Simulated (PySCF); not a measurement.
Compound: C₅H₈F (doublet state).
Atom-mapped SMILES: `[H]/[C:1]=[CH:2]\[C@H:3]([CH3:4])[CH2:5][F:6]` (hydrogens: H7 on C1; H8 on C2; H9 on C3; H10, H11, H12 on C4; H13, H14 on C5)

Theory: PBE0-D3(BJ)/def2-SVP geometry optimisation, gas phase in PySCF 2.14.0.

(1) Give the optimised bond lengths and angles.

## Answers

(1) 
```
                  bond  length (pm)   order
                 C1=C2        131.5  double
                 C2–C3        151.4  single
                 C3–C4        152.5  single
                 C3–C5        152.2  single
                 C5–F6        137.4  single
                 C1–H7        109.1  single
                 C2–H8        110.2  single
                 C3–H9        110.3  single
C4–H10, C4–H11, C4–H12        110.0  single
                C5–H13        110.6  single
                C5–H14        110.3  single
```

Bonds in one row agree within 1 pm and their mean is given. Orders are formal, as drawn. A selection of angles:
```
     angle  degrees
  C2–C1–H7    137.6
  C1–C2–C3    125.6
  C1–C2–H8    119.1
  C3–C2–H8    115.3
  C2–C3–C4    111.4
  C2–C3–C5    109.0
  C2–C3–H9    108.7
  C4–C3–C5    111.3
  C4–C3–H9    109.0
  C5–C3–H9    107.3
 C3–C4–H10    111.0
 C3–C4–H12    110.2
H10–C4–H11    107.9
H10–C4–H12    108.7
  C3–C5–F6    110.4
 C3–C5–H13    110.4
 C3–C5–H14    110.5
 F6–C5–H13    108.4
 F6–C5–H14    108.7
H13–C5–H14    108.4
```

Torsions: C1–C2–C3–C4 -121° (anticlinal); C2–C3–C5–F6 179° (antiperiplanar).

The 4 C–C bonds span 1.315 Å (C1=C2, drawn double) to 1.525 Å (C3–C4, drawn single), a spread of 0.210 Å. Of the pairs four or more bonds apart, F6···H12 is among the closest relative to their van der Waals radii: 2.50 Å, 94 % of the sum of Bondi's values. C2 (carbon bonded to 2 C and H) is planar (angles 125.6°, 119.1° and 115.3°, sum 360.0°, 0.00 Å off the plane of its three neighbours).

Point group: C1 (no symmetry element, even within 0.4 Å). PBE0-D3(BJ)/def2-SVP frequencies: not computed here. ⟨S²⟩ = 0.766 (exact for a doublet: 0.75).

Time: 68 s. Hardware: one thread of an x86-64 server, no GPU, shared host. This is the geometry optimisation.

One conformer stands for the species.
